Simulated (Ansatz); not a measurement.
# Li2− (doublet): from Hartree-Fock to the top rungs at distance Li1–Li2 = 8.365 Å, aug-cc-pVTZ

Aim: climb from Hartree-Fock through coupled cluster for Li2− (doublet) at one geometry and basis, and see what each rung misses.

The runs use Ansatz 0.2.0, Gaussian basis; aug-cc-pVTZ, core rule «outside noble gas», up to 2 orbitals frozen.

To be run: UHF; CCSD(T) on ROHF; CCSD(T) on UHF; BCCD(T) on ROHF; CCSDT on ROHF; CCSDT on UHF; Full CI.

44 further runs of the same task are left out: 27 for a known fault of the program, 16 that didn't finish, 1 set aside as unsound or not needed.

## (1) What is computed

The geometry derives from a PBE0/def2-TZVPD stationary point (not a proven minimum). One bond is set to the value named and the two fragments are kept rigid.

2 atoms, charge -1, spin multiplicity 2.

Atoms are counted from 1 here; the program's logs count them from 0.

No contacts short enough for the rule that draws bonds.

## (2) UHF

in.yaml

```yaml
crystal:
  periodic: [false, false, false]
  atoms:
    - {symbol: Li, position_ang: [0.000000, 0.000000, 0.000000]}
    - {symbol: Li, position_ang: [0.000000, 0.000000, 8.365000]}
basis:
  gaussian: {orbitals: aug-cc-pVTZ}
total_charge: -1
magnetization: {spin_polarized: true, initial_magnetization: 1}
hamiltonian: {xc: hf}
output: {orbitals: {seedname: orbitals}}
```

The run is started by

```sh
> ansatz run in.yaml --threads 1 --pin off --events-out ev --progress --plain --max-ram 2393MiB
```

The runs that follow: CCSD(T) on ROHF; CCSD(T) on UHF; BCCD(T) on ROHF; CCSDT on ROHF; CCSDT on UHF; Full CI.

Before running them: what should the planned runs give, taken together? Wanted: FCI below the RHF energy; RMP2 from FCI; UMP2 from FCI; RCCSD from FCI; RCCSD(T) from FCI; UCCSD(T) from FCI; T1 diagnostic; effectively unpaired electrons.

As calculated:

```
                         quantity                                               value
         FCI below the RHF energy                                          -0.7979 eV
                    RMP2 from FCI                                      +7.49 kcal/mol
                    UMP2 from FCI                                      +9.45 kcal/mol
                   RCCSD from FCI                                      +1.01 kcal/mol
                RCCSD(T) from FCI                                      +0.32 kcal/mol
                UCCSD(T) from FCI                                      +0.10 kcal/mol
levels within 1 kcal/mol (43 meV)  UCCSD, RCCSD(T), UCCSD(T), BCCD(T), RCCSDT, UCCSDT
                    T1 diagnostic                                               0.067
   effectively unpaired electrons                                                1.28
```

RCCSD(T) lands +0.32 kcal/mol from the yardstick (1.7 % of the correlation energy). The occupations show some static correlation. Coupled cluster took another determinant than the lowest Hartree-Fock one. These misses are within one basis, not against nature; the frozen cores of restricted and unrestricted runs differ, which can shift their rows.
